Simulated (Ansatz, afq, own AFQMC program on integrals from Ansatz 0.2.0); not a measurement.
## SiH4⁺, doublet in cc-pVDZ, levels against CCSDT(Q)

```xyz
5

Si    0.0000    0.0000    0.0000
H    -0.0112    1.0909    1.0838
H    -0.0168   -1.0838    1.0907
H     0.0168    1.0838   -1.0907
H     0.0112   -1.0909   -1.0838
```

Basis cc-pVDZ. Noble-gas cores (and the filled d shells of Ga–Kr and In–Xe) are frozen. Ansatz 0.2.0 and our own AFQMC program on the same integrals; the CISD trial comes from CCSD amplitudes, and released means the phaseless constraint is let go. Free projection: walkers drawn from exp(T), propagated without any constraint. Its projection time is finite, and what remains of the start isn't in its error. Uncertainties: one standard error, sampling alone.

Determinant: UHF, the one that the program's search chose, which needn't be the lowest solution. The geometry is a PBE0/def2-TZVP stationary point of this or a neighbouring charge and spin state.

No full CI on the walks' own integrals is used here; CCSDT(Q) serves as the reference and is uncertain by about the last step of the cluster series.

Cautions: unrestricted determinant slightly spin contaminated (⟨S²⟩ 0.80 against 0.75); the released energies are still falling, so no released level is given (meV from the phaseless value at times in 1/Eh: 0 ± 5 at 0.24, -9 ± 5 at 0.51, -17 ± 4 at 0.99, -21 ± 5 at 1.62, -29 ± 8 at 2.40), though the last usable value meets CCSDT(Q) within the noise.

The T1 diagnostic is 0.0178. The weight of the determinant in the CISD state is 0.916, the ⟨S²⟩ of the determinant is 0.800 and the size of the correlated space is 7 electrons in 33 orbitals.

Reference: CCSDT(Q), correlation energy -3.604 eV.

```
        level  E − E(reference) (kcal/mol)  share of correlation (%)
           HF                        83.10                      0.00
          MP2                        21.94                     73.60
         CCSD                         2.25                     97.29
      CCSD(T)                         0.58                     99.31
        CCSDT                         0.04                     99.95
ph-AFQMC/CISD                  0.47 ± 0.10                     99.43
   free AFQMC                 -0.10 ± 0.20                    100.12
```

Free projections are given only where their last times agree within the noise and don't stop above the reference; a slow remainder of the start can still hide under it. A walk keeps the symmetry of its determinant, which the program's search chose and which needn't be the lowest solution, so a lower state of the same spin and another symmetry isn't excluded.
